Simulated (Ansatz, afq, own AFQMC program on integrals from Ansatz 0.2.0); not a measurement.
# CH4BClO, singlet: energetics from AFQMC and coupled cluster

```csv
atom,x (Å),y (Å),z (Å)
C,0.1819,1.1028,-0.0799
O,0.1958,-0.1915,-0.6319
B,-0.1752,-1.2757,0.0511
Cl,-0.1100,-2.8347,-0.7600
H,-0.4833,1.7432,-0.6779
H,-0.1650,1.0986,0.9659
H,1.1976,1.5235,-0.1212
H,-0.5496,-1.2234,1.1983
```

Geometry: a PBE0/def2-SVP stationary point, not shown to be a minimum. Basis def2-TZVP. Only valence electrons are correlated. AFQMC by an in-house program on the Cholesky factors that Ansatz 0.2.0 writes for its CCSD(T) run. ph-AFQMC/CISD is guided by a CISD state made of CCSD amplitudes; releasing the constraint for a short imaginary time cuts its bias at the price of noise, slowly where states lie close. ± is one standard error of the sampling.

Best estimates are CCSD(T) at the basis-set limit (def2-TZVPP/QZVPP) plus the step from CCSD(T) to the highest rung at hand in def2-TZVP, named in the table (released AFQMC can keep some 10 meV of bias). Fragments are relaxed and keep their bonds. No zero-point, core-correlation or spin–orbit terms. Other levels are in def2-TZVP; a dash marks a level that is missing or breaks spin symmetry for a member.

Cautions: CH₄BClO (singlet): the released value is read at 0.90 1/Eh with a noise of 21 meV, more than in the cases checked (meV from the phaseless value at times in 1/Eh: -12 ± 21 at 0.21, -19 ± 16 at 0.42, 5 ± 11 at 0.63, -28 ± 21 at 0.90); CH₄BO (doublet): the released value is read at 1.50 1/Eh with a noise of 17 meV, more than in the cases checked (meV from the phaseless value at times in 1/Eh: -8 ± 11 at 0.24, 8 ± 10 at 0.51, -6 ± 13 at 0.99, 10 ± 17 at 1.50).

```tsv
process	PBE0 (kcal/mol)
B3–O2 → BHCl (doublet; BH–Cl) + CH3O (doublet)	137.3
B3–Cl4 → CH4BO (doublet) + Cl (doublet)	123.1
to free atoms	733.5
```

**Question.** From these values, estimate the best estimates.

**Answer.** 
```json
{"process": "B3–O2 → BHCl (doublet; BH–Cl) + CH3O (doublet)", "best estimate (kcal/mol)": "144.8 ± 0.5", "highest rung": "released AFQMC"}
{"process": "B3–Cl4 → CH4BO (doublet) + Cl (doublet)", "best estimate (kcal/mol)": "126.1 ± 0.6", "highest rung": "released AFQMC"}
{"process": "to free atoms", "best estimate (kcal/mol)": "732.3 ± 0.5", "highest rung": "released AFQMC"}
```

Errors against the best estimates in kcal/mol, in the same order:

| level | error, 1 | error, 2 | error, 3 |
| --- | --- | --- | --- |
| MP2 | 6.1 | 0.8 | -7.9 |
| CCSD(T) | -2.8 | -4.2 | -23.9 |
| ph-AFQMC/CISD | -2.7 ± 0.4 | -4.2 ± 0.4 | -23.6 ± 0.4 |
| CCSD(T)/CBS | -0.1 | -0.7 | -0.5 |
| PBE | -7.8 | -2.0 | 14.1 |
| r2SCAN | -10.0 | -3.6 | 5.0 |
| PBE0 | -7.6 | -3.0 | 1.2 |
| B3LYP | -9.0 | -6.8 | -4.0 |
| wB97M-V | -0.7 | 1.1 | 4.2 |
| B2PLYP | -4.2 | -4.4 | -7.0 |

Cost at the first geometry (cards were shared with other jobs): PBE0/def2-TZVP, 5.5 s on 1 thread of AMD EPYC 7R13 Processor (Zen 3), on a shared host; RCCSD(T)/def2-TZVP, 7.5 s on 1 × NVIDIA H100 80GB HBM3 with 1 thread of AMD EPYC 7R13 Processor (Zen 3), on a shared host; CCSD(T)/def2-QZVPP, 12 s on 1 × NVIDIA H100 80GB HBM3 with 1 thread of AMD EPYC 7R13 Processor (Zen 3) (shared host); ph-AFQMC/CISD with release, 4.1 min on 1 × NVIDIA H100 80GB HBM3 with 2 threads of AMD EPYC 7R13 Processor (Zen 3), on a shared host.

Best estimates are given only where the step beyond CCSD(T) is under 0.3 eV and no member's determinant is very poor (T1 over 0.05, or 0.07 for open shells, ⟨S²⟩ too high by 0.3, two states mixed), so the hardest cases are missing from such tables.

The functionals ran in a triple-zeta set and keep a basis error of their own, a few kJ/mol for each bond in atomization energies and more for double hybrids, so close places among them and the extrapolated levels can swap.

Each member of a difference takes its own highest rung, so a best estimate needn't equal the limit plus the step of one row. A walk keeps the symmetry of its determinant, which the program's search chose and which needn't be the lowest solution, so a lower state of the same spin and another symmetry isn't excluded. Released energies are given only where the last usable release times agree within the noise; a slower fall can still hide under it.
